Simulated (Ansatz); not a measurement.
A trace of molecular dynamics of C2H4 + H3N (10 atoms, charge 0, multiplicity 1).

Level of theory: RKS PBE0/def2-SVP (Ansatz).

* ensemble: NVE (velocity Verlet)
* starting velocities drawn for: 100 K
* seed: 474846

| time (fs) | T (K) | potential energy less start (eV) | conserved less start (meV/atom) |
| --- | --- | --- | --- |
| 0 | 100 | 0.000 | 0.00 |
| 12 | 65 | 0.038 | 0.21 |
| 24 | 45 | 0.059 | 0.23 |
| 36 | 57 | 0.044 | 0.05 |
| 48 | 47 | 0.056 | 0.17 |
| 60 | 44 | 0.060 | 0.21 |
| 72 | 59 | 0.043 | 0.08 |
| 84 | 57 | 0.046 | 0.15 |
| 96 | 50 | 0.054 | 0.18 |
| 108 | 47 | 0.056 | 0.12 |
| 120 | 45 | 0.058 | 0.16 |
| 132 | 49 | 0.054 | 0.14 |
| 144 | 52 | 0.051 | 0.18 |
| 156 | 62 | 0.040 | 0.14 |
| 168 | 65 | 0.038 | 0.13 |
| 180 | 60 | 0.044 | 0.20 |
| 192 | 72 | 0.030 | 0.14 |
| 204 | 72 | 0.030 | 0.11 |
| 216 | 52 | 0.052 | 0.21 |
| 228 | 53 | 0.050 | 0.14 |
| 240 | 48 | 0.055 | 0.14 |
| 252 | 30 | 0.074 | 0.17 |
| 264 | 29 | 0.075 | 0.16 |
| 276 | 35 | 0.068 | 0.15 |
| 288 | 37 | 0.066 | 0.14 |
| 300 | 42 | 0.061 | 0.14 |

Q: Can this run be trusted? Judge the integration.

A: The conserved energy stayed within 0.27 meV per atom of its start (net change 0.14 meV per atom), so the integration is sound. Over the second half the temperature averaged 0.50 of the 100 K drawn at the start: a run that starts near a minimum puts about half its kinetic energy into the potential. A run of 0.3 ps of so small a system gives no equilibrium averages. The time step was 1 fs.

The run took 5.7 min on 1 thread of Arm Neoverse V2 (shared host), peak memory 0.13 GiB.
